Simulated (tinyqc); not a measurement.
UHF in the sto-3g basis, for OH+, spin multiplicity 3, step by step (part 2 of 2). This run ends on a higher stationary point, not on the lowest solution. Computed by tinyqc, a small Python program that keeps every step (integrals from PySCF). Command: `OMP_NUM_THREADS=1 python tinyqc.py 23605 23606 out.jsonl` (the two numbers bound the seeds that draw the settings). One thread of a shared host (Intel(R) Xeon(R) Processor @ 2.60GHz), about 0.6 s of CPU time with the checks.

Geometry (angstrom):

| atom | x | y | z |
|---|---|---|---|
| O | 0.000000 | 0.000000 | 0.000000 |
| H | 0.000000 | 0.000000 | 1.919000 |

## Iteration 3: DIIS over 3 matrices

error matrix X^T (FDS - SDF) X (alpha):
```
           1          2         3         4          5          6
1   0.000000   0.000027  0.000000  0.000000  -0.000017  -0.000936
2  -0.000027   0.000000  0.000000  0.000000   0.000730   0.004929
3   0.000000   0.000000  0.000000  0.000000   0.000000   0.000000
4   0.000000   0.000000  0.000000  0.000000   0.000000   0.000000
5   0.000017  -0.000730  0.000000  0.000000   0.000000   0.022230
6   0.000936  -0.004929  0.000000  0.000000  -0.022230   0.000000
```

B (overlaps of the stored error matrices), lower triangle:
```
               1              2              3
1  2.2727562e-01
2  1.2739369e-01  1.7964441e-01
3  8.1719010e-02  1.1914619e-01  7.9778347e-02
```

Minimise |sum c_i e_i|^2 with sum c_i = 1: solve [B -1; -1 0][c; lambda] = [0; -1] with B_ij = tr e_i^T e_j summed over both spins, and take F = sum c_i F_i.

DIIS coefficients: 0.069211  -1.883750  2.814539

extrapolated F(alpha) (hartree), lower triangle:
```
             1O 1s      1O 2s     1O 2px     1O 2py     1O 2pz      2H 1s
1O 1s   -20.660956
1O 2s    -5.284684  -2.859096
1O 2px    0.000000   0.000000  -0.766857
1O 2py    0.000000   0.000000   0.016454  -0.855857
1O 2pz    0.003014   0.019825   0.000000   0.000000  -0.818329
2H 1s    -0.138415  -0.231041   0.000000   0.000000  -0.227364  -0.539798
```

extrapolated F(beta) (hartree), lower triangle:
```
             1O 1s      1O 2s     1O 2px    1O 2py     1O 2pz      2H 1s
1O 1s   -20.627061
1O 2s    -5.203618  -2.646395
1O 2px    0.000000   0.000000  -0.680717
1O 2py    0.000000   0.000000  -0.127942  0.011317
1O 2pz    0.002762  -0.137084   0.000000  0.000000   0.141290
2H 1s    -0.133373  -0.215384   0.000000  0.000000  -0.078327  -0.412668
```

## Iteration 3: diagonalisation and new density

X, lower triangle:
```
            1O 1s      1O 2s    1O 2px    1O 2py     1O 2pz     2H 1s
1O 1s    1.021974
1O 2s   -0.123117   1.025133
1O 2px   0.000000   0.000000  1.000000
1O 2py   0.000000   0.000000  0.000000  1.000000
1O 2pz  -0.000452   0.003410  0.000000  0.000000   1.003609
2H 1s    0.005228  -0.046346  0.000000  0.000000  -0.049279  1.006712
```

Diagonalise F' = X^T F X, C = X C', fill 5 alpha and 3 beta electrons from the bottom; D(s) = C_occ C_occ^T. Each column has its largest component positive (the first on a tie).

F' = X^T F X (alpha) (hartree), lower triangle:
```
            1          2          3          4          5          6
1  -20.293617
2   -2.651992  -1.964406
3    0.000000   0.000000  -0.766857
4    0.000000   0.000000   0.016454  -0.855857
5   -0.002458   0.030992   0.000000   0.000000  -0.802885
6    0.010563  -0.108047   0.000000   0.000000  -0.164853  -0.510451
```

orbital energies (alpha) (hartree): MO1 -20.669613, MO2 -1.599490, MO3 -0.876668, MO4 -0.858802, MO5 -0.763913, MO6 -0.425588

coefficients C (alpha):
```
              MO1        MO2        MO3        MO4       MO5        MO6
1O 1s    0.994573  -0.263591   0.007499   0.000000  0.000000   0.030061
1O 2s    0.021995   1.022761  -0.038223   0.000000  0.000000  -0.142231
1O 2px   0.000000   0.000000   0.000000  -0.176158  0.984362   0.000000
1O 2py   0.000000   0.000000   0.000000   0.984362  0.176158   0.000000
1O 2pz  -0.000075  -0.020234   0.897326   0.000000  0.000000  -0.451739
2H 1s   -0.001091   0.051438   0.363683   0.000000  0.000000   0.939766
```

F' = X^T F X (beta) (hartree), lower triangle:
```
            1          2          3         4          5          6
1  -20.275372
2   -2.596901  -1.763118
3    0.000000   0.000000  -0.680717
4    0.000000   0.000000  -0.127942  0.011317
5    0.017014  -0.133884   0.000000  0.000000   0.148164
6    0.010950  -0.099003   0.000000  0.000000  -0.060300  -0.395771
```

orbital energies (beta) (hartree): MO1 -20.632767, MO2 -1.427931, MO3 -0.703613, MO4 -0.389994, MO5 0.034213, MO6 0.164594

coefficients C (beta):
```
              MO1        MO2       MO3        MO4        MO5        MO6
1O 1s    0.995646  -0.258469  0.000000   0.033291   0.000000   0.019765
1O 2s    0.017793   1.018632  0.000000  -0.157374   0.000000  -0.074309
1O 2px   0.000000   0.000000  0.984362   0.000000  -0.176158   0.000000
1O 2py   0.000000   0.000000  0.176158   0.000000   0.984362   0.000000
1O 2pz   0.000079   0.087468  0.000000   0.034964   0.000000   1.000399
2H 1s   -0.001011   0.050879  0.000000   0.998146   0.000000  -0.138521
```

D(alpha) after iteration 3, lower triangle:
```
            1O 1s      1O 2s    1O 2px    1O 2py    1O 2pz     2H 1s
1O 1s    1.058713
1O 2s   -0.248002   1.047986
1O 2px   0.000000   0.000000  1.000000
1O 2py   0.000000   0.000000  0.000000  1.000000
1O 2pz   0.011988  -0.054994  0.000000  0.000000  0.805603
2H 1s   -0.011916   0.038684  0.000000  0.000000  0.325302  0.134912
```

D(beta) after iteration 3, lower triangle:
```
            1O 1s     1O 2s    1O 2px    1O 2py    1O 2pz     2H 1s
1O 1s    1.058117
1O 2s   -0.245569  1.037927
1O 2px   0.000000  0.000000  0.968968
1O 2py   0.000000  0.000000  0.173403  0.031032
1O 2pz  -0.022529  0.089099  0.000000  0.000000  0.007651
2H 1s   -0.014157  0.051809  0.000000  0.000000  0.004450  0.002590
```

## Iteration 9 (converged): orbitals

converged F(alpha) (hartree), lower triangle:
```
             1O 1s      1O 2s     1O 2px     1O 2py     1O 2pz      2H 1s
1O 1s   -20.780296
1O 2s    -5.306160  -2.917729
1O 2px    0.000000   0.000000  -0.840354
1O 2py    0.000000   0.000000   0.016454  -0.929353
1O 2pz   -0.000793   0.001258   0.000000   0.000000  -0.789373
2H 1s    -0.139394  -0.228239   0.000000   0.000000  -0.255446  -0.559480
```

converged F(beta) (hartree), lower triangle:
```
             1O 1s      1O 2s     1O 2px     1O 2py     1O 2pz      2H 1s
1O 1s   -20.737211
1O 2s    -5.240217  -2.593045
1O 2px    0.000000   0.000000  -0.729669
1O 2py    0.000000   0.000000  -0.127942  -0.037635
1O 2pz   -0.001089  -0.089149   0.000000   0.000000  -0.054768
2H 1s    -0.135160  -0.195613   0.000000   0.000000  -0.105492  -0.373165
```

As before.

F' = X^T F X (alpha) (hartree), lower triangle:
```
            1          2          3          4          5          6
1  -20.413756
2   -2.652316  -2.022849
3    0.000000   0.000000  -0.840354
4    0.000000   0.000000   0.016454  -0.929353
5   -0.004154   0.013385   0.000000   0.000000  -0.771114
6    0.009263  -0.100732   0.000000   0.000000  -0.192878  -0.528014
```

orbital energies (alpha) (hartree): MO1 -20.788631, MO2 -1.657032, MO3 -0.932298, MO4 -0.875845, MO5 -0.837409, MO6 -0.414226

coefficients C (alpha):
```
              MO1        MO2        MO3        MO4       MO5        MO6
1O 1s    0.994688  -0.263410   0.000000   0.014129  0.000000   0.025054
1O 2s    0.021549   1.023945   0.000000  -0.066759  0.000000  -0.121779
1O 2px   0.000000   0.000000  -0.176158   0.000000  0.984362   0.000000
1O 2py   0.000000   0.000000   0.984362   0.000000  0.176158   0.000000
1O 2pz   0.000133   0.003015   0.000000   0.858899  0.000000  -0.521492
2H 1s   -0.001069   0.043785   0.000000   0.436121  0.000000   0.908820
```

F' = X^T F X (beta) (hartree), lower triangle:
```
            1          2          3          4          5          6
1  -20.380432
2   -2.628434  -1.700954
3    0.000000   0.000000  -0.729669
4    0.000000   0.000000  -0.127942  -0.037635
5    0.007186  -0.084203   0.000000   0.000000  -0.046203
6    0.008838  -0.085621   0.000000   0.000000  -0.082229  -0.355031
```

orbital energies (beta) (hartree): MO1 -20.743240, MO2 -1.352013, MO3 -0.752565, MO4 -0.364594, MO5 -0.022773, MO6 -0.014739

coefficients C (beta):
```
              MO1        MO2       MO3        MO4        MO5        MO6
1O 1s    0.995541  -0.259542  0.000000   0.032241   0.010613   0.000000
1O 2s    0.018207   1.021468  0.000000  -0.152495  -0.035093   0.000000
1O 2px   0.000000   0.000000  0.984362   0.000000   0.000000  -0.176158
1O 2py   0.000000   0.000000  0.176158   0.000000   0.000000   0.984362
1O 2pz   0.000226   0.069122  0.000000   0.175188   0.987017   0.000000
2H 1s   -0.001022   0.042332  0.000000   0.969700  -0.275611   0.000000
```

D(alpha) after iteration 9, lower triangle:
```
            1O 1s      1O 2s    1O 2px    1O 2py    1O 2pz     2H 1s
1O 1s    1.058989
1O 2s   -0.249226   1.053385
1O 2px   0.000000   0.000000  1.000000
1O 2py   0.000000   0.000000  0.000000  1.000000
1O 2pz   0.011473  -0.054249  0.000000  0.000000  0.737717
2H 1s   -0.006435   0.015695  0.000000  0.000000  0.374716  0.192120
```

D(beta) after iteration 9, lower triangle:
```
            1O 1s     1O 2s    1O 2px    1O 2py    1O 2pz     2H 1s
1O 1s    1.058464
1O 2s   -0.246988  1.043729
1O 2px   0.000000  0.000000  0.968968
1O 2py   0.000000  0.000000  0.173403  0.031032
1O 2pz  -0.017715  0.070610  0.000000  0.000000  0.004778
2H 1s   -0.012005  0.043222  0.000000  0.000000  0.002926  0.001793
```

## Convergence

Stop when the energy changes by less than 1e-08 hartree and every element of the error matrix X^T (F D S - S D F) X (for each spin) is below 3e-05.

Course of the cycle:

| iteration | E (hartree) | change | largest element of the error matrix |
|---|---|---|---|
| 1 | -73.17865459 | - | 2.40e-01 |
| 2 | -73.62631305 | -4.48e-01 | 2.76e-01 |
| 3 | -73.76165805 | -1.35e-01 | 1.84e-01 |
| 4 | -73.83620056 | -7.45e-02 | 1.30e-02 |
| 5 | -73.83737412 | -1.17e-03 | 6.25e-03 |
| 6 | -73.83758693 | -2.13e-04 | 2.74e-03 |
| 7 | -73.83763412 | -4.72e-05 | 4.84e-04 |
| 8 | -73.83763595 | -1.83e-06 | 1.59e-05 |
| 9 | -73.83763595 | -4.46e-10 | 1.35e-06 |

PySCF UHF in the same basis, after a stability check = -73.94029170 hartree

Converged in 9 iterations. But the solution lies 0.10266 hartree above the reference: it is another stationary point, not the lowest one. Reruns (cap 100 unless said): DIIS 8: converged in 9 to a higher stationary point; damping 0.5: converged in 43 to a higher stationary point; level shift 0.5: converged in 44 to a higher stationary point; atomic densities as start, DIIS 8: converged in 17.

## Populations, bond orders and dipole

overlap S, lower triangle:
```
           1O 1s     1O 2s    1O 2px    1O 2py    1O 2pz     2H 1s
1O 1s   1.000000
1O 2s   0.236704  1.000000
1O 2px  0.000000  0.000000  1.000000
1O 2py  0.000000  0.000000  0.000000  1.000000
1O 2pz  0.000000  0.000000  0.000000  0.000000  1.000000
2H 1s   0.006039  0.089496  0.000000  0.000000  0.097465  1.000000
```

Mulliken: Z minus the diagonal of D S on the atom; Loewdin: the same with S^(1/2) D S^(1/2); Mayer order: 2 sum_s sum (D(s) S)_ij (D(s) S)_ji over the two atoms.

Charges (e):

| atom | Mulliken | Loewdin | Mulliken spin |
|---|---|---|---|
| 1O | 0.235881 | 0.241214 | 1.775867 |
| 2H | 0.764119 | 0.758786 | 0.224133 |

Mayer bond orders:

| pair | order |
|---|---|
| 2-1 | 0.365887 |

dipole moment about the origin, x y z (debye): 0.000000  0.000000  6.985786

<S^2> of the determinant (pure state: 2) = 2.000885
